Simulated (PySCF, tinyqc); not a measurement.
CIS and TDHF on RHF in the sto-3g basis, for CH+, spin multiplicity 1, step by step. The lowest restricted solution is unstable here: a spin-polarised one lies 0.0105 hartree lower (PySCF). One step of it, computed by the program tinyqc.

Task: CIS matrix, triplets. A(ia,jb) = (e_a - e_i) d_ij d_ab - (ij|ab).

orbital energies (hartree): MO1 -11.625712, MO2 -1.108547, MO3 -0.747854, MO4 -0.233683, MO5 -0.233683, MO6 -0.122551

Two-electron integrals over orbitals (pq|rs), unique and non-zero (hartree):
```
(11|11) 3.514242    (21|11) -0.346173   (21|21) 0.054149    (22|11) 0.811167
(22|21) -0.014756   (22|22) 0.578523    (31|11) 0.096697    (31|21) -0.013410
(31|22) 0.009632    (31|31) 0.016935    (32|11) -0.084118   (32|21) 0.005992
(32|22) -0.005300   (32|31) 0.016461    (32|32) 0.108200    (33|11) 0.688769
(33|21) -0.008667   (33|22) 0.513710    (33|31) -0.004651   (33|32) -0.028834
(33|33) 0.537080    (41|41) 0.021431    (42|41) 0.027560    (42|42) 0.120439
(43|41) -0.007601   (43|42) -0.028267   (43|43) 0.032411    (44|11) 0.852071
(44|21) -0.010759   (44|22) 0.591337    (44|31) 0.002872    (44|32) -0.047708
(44|33) 0.513147    (44|44) 0.672833    (51|51) 0.021431    (52|51) 0.027560
(52|52) 0.120439    (53|51) -0.007601   (53|52) -0.028267   (53|53) 0.032411
(54|54) 0.036269    (55|11) 0.852071    (55|21) -0.010759   (55|22) 0.591337
(55|31) 0.002872    (55|32) -0.047708   (55|33) 0.513147    (55|44) 0.600295
(55|55) 0.672833    (61|11) 0.082861    (61|21) -0.014511   (61|22) -0.000869
(61|31) -0.007504   (61|32) -0.015826   (61|33) 0.007682    (61|44) 0.002465
(61|55) 0.002465    (61|61) 0.012943    (62|11) -0.139572   (62|21) 0.002663
(62|22) -0.076920   (62|31) -0.013442   (62|32) -0.025980   (62|33) -0.010957
(62|44) -0.076888   (62|55) -0.076888   (62|61) 0.009430    (62|62) 0.065346
(63|11) -0.242593   (63|21) 0.004925    (63|22) -0.106772   (63|31) 0.001920
(63|32) 0.072203    (63|33) -0.065824   (63|44) -0.134725   (63|55) -0.134725
(63|61) -0.003993   (63|62) 0.055870    (63|63) 0.159941    (64|41) -0.006025
(64|42) -0.025859   (64|43) -0.010949   (64|64) 0.017968    (65|51) -0.006025
(65|52) -0.025859   (65|53) -0.010949   (65|65) 0.017968    (66|11) 0.539948
(66|21) -0.004613   (66|22) 0.450943    (66|31) 0.009732    (66|32) 0.078525
(66|33) 0.480992    (66|44) 0.414152    (66|55) 0.414152    (66|61) -0.005997
(66|62) 0.004584    (66|63) 0.081123    (66|66) 0.601147
```

Give: CIS matrix A, triplet.

Result:

CIS matrix A, triplet (hartree), lower triangle:
```
         1>4      1>5      1>6     2>4     2>5      2>6     3>4     3>5
1>4  10.5400
1>5   0.0000  10.5400
1>6   0.0000   0.0000  10.9632
2>4   0.0108   0.0000   0.0000  0.2835
2>5   0.0000   0.0108   0.0000  0.0000  0.2835
2>6   0.0000   0.0000   0.0046  0.0000  0.0000   0.5351
3>4  -0.0029   0.0000   0.0000  0.0477  0.0000   0.0000  0.0010
3>5   0.0000  -0.0029   0.0000  0.0000  0.0477   0.0000  0.0000  0.0010
3>6   0.0000   0.0000  -0.0097  0.0000  0.0000  -0.0785  0.0000  0.0000

        3>6
3>6  0.1443
```
